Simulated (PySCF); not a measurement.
A GIAO shielding run with PySCF 2.14 (density fitting, non-relativistic, gas phase) on SMILES CS(=O)(=O)Cl, CH3ClO2S:

```
$ OMP_NUM_THREADS=1 python probes_run.py task.json out

{"job": {"kind": "nmr", "xc": "B3LYP", "basis": "pcSseg-2", "pop": false}, "charge": 0, "multiplicity": 1}
C     -0.033846     2.480906     1.739613
S      1.705581     2.136695     1.813313
O      2.165778     1.718956     0.509270
O      1.992702     1.378627     3.009224
Cl     2.418587     4.086365     2.128274
H     -0.342777     2.899909     2.703958
H     -0.213257     3.173703     0.909625
H     -0.514207     1.509224     1.556430
```

Hardware: 1 thread of an AMD EPYC 7R32, shared host.

Q: How large is the calculation?

A: 58 electrons, 236 basis functions and 713 auxiliary functions.

Q: How long does it take, and how much memory does it need?

A: 17 s of wall time, with 15 SCF cycles and 5 response iterations; peak memory 1.2 GiB. Times on a shared host scatter by some tens of per cent.

Q: And these other runs on the same molecule and hardware: GIAO shielding at B97-D/pcSseg-2; GIAO shielding at BLYP/pcSseg-2; GIAO shielding at BP86/pcSseg-2; GIAO shielding at HF/pcSseg-2; GIAO shielding at KT2/pcSseg-2; GIAO shielding at KT3/pcSseg-2?

A: B97-D/pcSseg-2: 236 functions, 31 s; BLYP/pcSseg-2: 236 functions, 31 s; BP86/pcSseg-2: 236 functions, 31 s; HF/pcSseg-2: 236 functions, 11 s; KT2/pcSseg-2: 236 functions, 31 s; KT3/pcSseg-2: 236 functions, 31 s.
